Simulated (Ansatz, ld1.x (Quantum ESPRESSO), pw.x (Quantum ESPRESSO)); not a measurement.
## From atom to crystal: TM potential for calcium (Ca)

- Element: calcium (Ca)
- Generator: ld1.x (Quantum ESPRESSO) 7.5
- Type: norm-conserving Troullier–Martins (Kleinman–Bylander form)
- Functional: PBE
- Relativity: scalar-relativistic
- Frozen core: [Ar]
- Valence charge: 2
- Reference configuration: 3d0 4s2 4p0
- Partial waves: 4s (bound): rc 3.70 bohr; 3d (bound, empty): rc 3.35 bohr; 4p (bound, empty): rc 3.55 bohr
- Local potential: the p channel
- Core correction: Bessel-smoothed model core, default radius (core density twice the valence density)

Atomic tests: cutoffs needed: 6 Ry and 8 Ry (the cutoffs (Ry, on a coarse ladder) from which the occupation-weighted sum of valence levels, in a spherical-Bessel basis at the reference potential, stays within 10 and 1 mRy of its value at 400 Ry) The cutoffs count occupied waves only; the empty 3d level needs 18 Ry at the loose tolerance.; ghost test: no extra level below or beside the all-electron valence levels (s, d, p, f tested) (spherical-Bessel basis up to 400 Ry, 20 bohr box); largest excitation error: -26 meV (all-electron minus pseudo) for 3d0 4s0 4p2, out of 7 test configurations.

Crystal test: fcc Ca in pw.x 7.5, no spin, 10³ k-points, Fermi–Dirac smearing 0.01 Ry, cutoffs 50/200 Ry. The reference is all-electron LAPW (Ansatz 0.2.0) with the same functional, mesh and smearing; V0 and B0 come from Birch–Murnaghan fits to the pressures at five volumes. Errors are pseudo minus all-electron; Δ is the rms difference of the E(V) curves that follow from these fits, minima aligned, over ±6 % about the mean V0. Mesh and smearing are coarse, so the numbers serve the comparison and aren't converged zero-temperature values; the lattice is a test structure that the element need not adopt.

```json
{"V (Å³/atom)": "40.158", "P all-electron (GPa)": "0.97", "P pseudo (GPa)": "1.41"}
{"V (Å³/atom)": "41.215", "P all-electron (GPa)": "0.45", "P pseudo (GPa)": "0.84"}
{"V (Å³/atom)": "42.272", "P all-electron (GPa)": "-0.01", "P pseudo (GPa)": "0.33"}
{"V (Å³/atom)": "43.329", "P all-electron (GPa)": "-0.42", "P pseudo (GPa)": "-0.13"}
{"V (Å³/atom)": "44.386", "P all-electron (GPa)": "-0.79", "P pseudo (GPa)": "-0.54"}
```

All-electron: a0 = 5.529 Å (V0 = 42.26 Å³/atom), B0 = 17.4 GPa.

Pseudopotential: mean pressure error (GPa): +0.34; a0 (Å): 5.562; a0 error (%): +0.59; B0 error (%): +4.3; Δ (meV/atom): 3.0. This is a poor potential for the solid. The logarithmic derivative shows an extra or strongly shifted pseudo pole above the reference energy (s near 1.22 Ry).

At the middle volume, how do free energy and pressure move when the wave cutoff is lowered (ecutrho kept at four times it)?

```
cutoff (Ry)  shift of F (meV/atom)  shift of P (GPa)
         22                   +3.5             -0.09
         30                   +0.4             +0.00
         40                   +0.2             -0.00
```

The run at the middle volume (47 k-points, 6 iterations) took about 3.6 s on one core of a shared host (AMD EPYC 9R45 96-Core Processor, 96 threads, 376 GiB, load 40).
